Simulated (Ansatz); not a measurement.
fcc Pb, treated with PBE-D3(BJ) (Ansatz, a program for electronic structure, PAW).

Numerical settings: plane-wave cutoff 520 eV, 20×20×20 k mesh, Fermi–Dirac smearing 0.05 eV, scalar-relativistic PAW data made under PBE.

Energies at three volumes about the minimum:

| V (Å³/atom) | E − E_lowest (meV/atom) |
|---|---|
| 29.854 | 1.76 |
| 30.463 | 0.00 |
| 31.072 | 1.64 |

Question: Fit a parabola by hand: where is the minimum, what lattice constant follows, and what is the bulk modulus?

Answer: Slopes: (0.00 − 1.76)/(30.463 − 29.854) = -2.890 and (1.64 − 0.00)/(31.072 − 30.463) = 2.693 meV/Å³. Curvature E″ = 2 × (2.693 − (-2.890))/(31.072 − 29.854) = 9.167 meV/Å⁶. From the middle of the first interval, the slope vanishes at V0 = 30.1585 − (-2.890)/9.167 = 30.474 Å³/atom. B = V0 E″ = 30.474 × 9.167 meV/Å³ × 0.1602 GPa per meV/Å³ = 44.8 GPa. With 4 atoms in the cube, a = (4 × 30.474)^(1/3) = 4.958 Å. The full Birch–Murnaghan fit to all volumes gives V0 = 30.462 Å³/atom and B0 = 44.8 GPa.

Measured, for comparison: bulk modulus 47 GPa (corrected for temperature and zero-point phonon effects; as tabulated in Levämäki et al. (2014), arXiv:1402.3671); lattice constant a 4.902 Å (low-temperature or extrapolated to 0 K; zero-point anharmonic expansion removed, our sources range from 4.902 to 4.912; as tabulated in Csonka et al. (2009), arXiv:0903.4037). Computed (rounded) less measured: bulk modulus -5 %.
